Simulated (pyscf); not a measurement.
## Four-centre exchange: H₃C–In(OH)–OH (SMILES [CH3][In]([OH])[OH]) + H₂ (SMILES [H][H]) → HO–InH–OH (SMILES [OH][InH][OH]) + CH₄ (SMILES C)

Gas phase, singlet surface, charge 0. Bonds broken: In1–C2, H10–H11. Bonds formed: In1–H10, C2–H11. Single points on ωB97X-D3(BJ)/def2-SVP structures (PySCF, gas phase).

Transition state (Å):

```xyz
11

In    -1.3159    -0.3922    -0.2697
C      0.3494     0.9401     0.7032
O     -0.4409    -2.0506    -0.9282
O     -2.7631     0.5901    -1.2253
H      0.6113     1.0896     1.7668
H      0.1705     1.9368     0.2702
H      1.2278     0.4634     0.2377
H     -1.0438    -2.5834    -1.4605
H     -3.3807     1.0123    -0.6164
H     -1.6194    -0.4219     1.6939
H     -0.7505     0.1937     1.4092
```

One imaginary mode, 1836i cm⁻¹; descent along it reached the two sides named, in the forms told below.

```
bond     change  reactant side (Å)  saddle  product side
-------  ------  -----------------  ------  ------------
In1–C2   breaks              2.129   2.344           3.0
H10–H11  breaks              0.763   1.102           3.1
In1–H10   forms                2.7   1.987         1.701
C2–H11    forms                3.8   1.505         1.102
```

Electronic energies relative to the separated reactants (kcal/mol):

| level | barrier | reaction energy | reverse barrier |
|---|---|---|---|
| ωB97X-D3(BJ)/def2-TZVP | 49.9 | -8.5 | 58.3 |
| PBE/def2-TZVP | 45.6 | -9.7 | 55.3 |
| r²SCAN/def2-TZVP | 46.1 | -9.7 | 55.9 |
| B3LYP-D3(BJ)/def2-TZVP | 50.1 | -9.9 | 60.0 |
| PBE0-D3(BJ)/def2-TZVP | 46.2 | -9.9 | 56.1 |
| M06-2X/def2-TZVP | 49.2 | -8.0 | 57.2 |
| ωB97M-D3(BJ)/def2-TZVP | 49.9 | -10.7 | 60.6 |
| HF/def2-TZVP | 60.7 | -15.3 | 75.9 |

With ωB97M-D3(BJ)/def2-TZVP energies and thermal terms (ideal gas, 1 atm, RRHO with modes under 100 cm⁻¹ raised to 100, one conformer, R ln 2 for rigid chiral ones), in kcal/mol:

```json
[
 {"T (K)": "298", "ΔH‡": "49.5", "ΔG‡": "57.4", "ΔH": "-8.7", "ΔG": "-9.1"},
 {"T (K)": "600", "ΔH‡": "48.8", "ΔG‡": "65.7", "ΔH": "-10.0", "ΔG": "-9.1"},
 {"T (K)": "900", "ΔH‡": "48.8", "ΔG‡": "74.2", "ΔH": "-11.0", "ΔG": "-8.4"},
 {"T (K)": "1200", "ΔH‡": "49.0", "ΔG‡": "82.6", "ΔH": "-11.7", "ΔG": "-7.4"}
]
```

On the product side the descent ends in a complex (not fully relaxed), 4.1 kcal/mol under the separated species and 62.5 kcal/mol under the saddle at ωB97X-D3(BJ)/def2-TZVP. At the saddle there is also a short H–In contact that neither side keeps. One saddle was located; it need not be the lowest between these sides. Elements past Kr carry the def2 core potentials, without spin-orbit coupling.
